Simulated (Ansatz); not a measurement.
in.yaml

```yaml
crystal:
  periodic: [false, false, false]
  atoms:
    - {symbol: Ge, position_ang: [0.000000, -0.062489, 1.201709]}
    - {symbol: Ge, position_ang: [0.000000, 0.062489, -1.201709]}
    - {symbol: H, position_ang: [0.000000, 1.452439, 1.654456]}
    - {symbol: H, position_ang: [0.000000, -1.452439, -1.654456]}
basis:
  gaussian: {orbitals: cc-pVDZ}
magnetization: {spin_polarized: false, initial_magnetization: 4}
correlation: {method: fic_mrcisd_q, electrons: outside_noble_gas, active_space: {window: {electrons: 10, orbitals: 10}, shells: [{species: Ge, l: s, shell: 4}, {species: Ge, l: p, shell: 4}, {species: H, l: s, shell: 1}]}}
```

```sh
$ ansatz run in.yaml --threads 2 --pin off --events-out ev --progress --plain --max-ram 24576MiB --backend cuda --devices 0, --max-vram 18GiB
```

Log:

```
1290 factors; integrals over basis functions are off by at most 1.2e-7 eV
mean field evaluation 1: about -112972.4628 eV, gradient 8.9e0 eV
mean field evaluation 2: about -112972.4905 eV, gradient 8.9e0 eV
mean field evaluation 4: about -112973.6137 eV, gradient 1.3e0 eV
mean field evaluation 8: about -112973.6423 eV, gradient 5.2e-5 eV
mean field -112973.64233388 eV, -4151.7047794849 hartree, gradient 2.8e-6 eV, S^2 6.000000; 0 other end points of the search recorded, 0 dependent functions left out
reference -112973.64233388 eV, -4151.7047794849 hartree; 35, 31 occupied and 29, 33 virtual orbitals, 1290 factors
state -112974.93340279 eV, -4151.7522253922 hartree
contracted CI cycle   1: correlation 0.00000000 eV, 0.0000000000 hartree, residual 1.15e1 eV
contracted CI cycle   2: correlation -2.70914090 eV, -0.0995590917 hartree, residual 2.30e0 eV
contracted CI cycle   3: correlation -2.81526748 eV, -0.1034591715 hartree, residual 4.55e-1 eV
contracted CI cycle   4: correlation -2.81931007 eV, -0.1036077341 hartree, residual 1.15e-1 eV
contracted CI cycle   5: correlation -2.81955282 eV, -0.1036166550 hartree, residual 2.70e-2 eV
contracted CI cycle   6: correlation -2.81956646 eV, -0.1036171564 hartree, residual 6.45e-3 eV
contracted CI cycle   7: correlation -2.81956721 eV, -0.1036171840 hartree, residual 1.43e-3 eV
contracted CI cycle   8: correlation -2.81956725 eV, -0.1036171854 hartree, residual 3.55e-4 eV
state -112974.93340279 eV, -4151.7522253922 hartree; corrected -112977.94765551 eV, -4151.8629971366 hartree
Total energy: -112977.94765551 eV, -4151.8629971366 hartree
Checks for a lower state left out: starts, orbital_swaps
```

Natural occupations: 1.9821 1.9727 1.9563 1.0084 1.0021 0.9994 0.9983 0.0347 0.0242 0.0217.

For the same geometry and basis RCCSDTQ lies 25.3 meV lower.

Ran on 2 threads of AMD EPYC 7R13 with a shared H100 80 GB, shared host: 12 s wall, 0.88 GiB peak host memory.
